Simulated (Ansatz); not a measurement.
**BaZrO₃ (Pm-3m)**

Level of theory: DFT r2SCAN, scalar-relativistic, plane waves, PAW in Ansatz 0.2.0.

Plane waves to 500 eV, a k mesh through Γ of 6×6×6 on the computed 5-atom cell and Gaussian smearing (0.02 eV); no spin polarisation.

The structure is relaxed at this level of theory with its symmetry kept. Whether it is the stable form of this composition wasn't checked.

The structure is cubic, space group Pm-3m (No. 221). Conventional cell: a = 4.205 Å, b = 4.205 Å, c = 4.205 Å, α = 90.00°, β = 90.00°, γ = 90.00°. Ba (site symmetry m-3m) is surrounded by 12 O at 2.97 Å. Zr (site symmetry m-3m) is surrounded by 6 O at 2.10 Å. O (site symmetry 4/mmm) is surrounded by 2 Zr at 2.10 Å.

| Quantity | Value |
| --- | --- |
| Volume per atom | 14.87 Å³ |
| Formation energy from the elements' standard states (uncorrected) | -3.599 eV/atom |
| Generalised Kohn–Sham band gap | 3.73 eV, indirect from R to Γ |
| Löwdin character of the top 1 eV of the valence band | O 2p 94 % |
| Löwdin character of the lowest 1 eV of the conduction band | Zr 4d 87 %, unprojected 7 % |
| Electron masses at the edge by Cartesian direction of the standard setting (m_e; degenerate bands sorted by energy; no spin-orbit coupling) | x: 2.8, 0.37, 0.37; y: 2.8, 0.37, 0.37; z: 2.8, 0.37, 0.37 |
| Hole masses at the edge by Cartesian direction of the standard setting (m_e; degenerate bands sorted by energy; no spin-orbit coupling) | x: 19, 0.86, 0.86; y: 19, 0.86, 0.86; z: 19, 0.86, 0.86 |
| Bulk modulus | 163 GPa |
| Its pressure derivative | 4.4 |
| Electronic dielectric constant xx, yy, zz of the standard setting (independent particles) | 4.5, 4.5, 4.5 |
| Bader charges (e) | Ba (1 in the cell) 1.58, Zr (1 in the cell) 2.64, O (3 in the cell) -1.41 |

Spin-orbit coupling is left out, which matters for the bands of heavy elements.

Cost: 12 runs of about 7.6 core-minutes in all, on AMD EPYC (Zen 3) (shared hosts).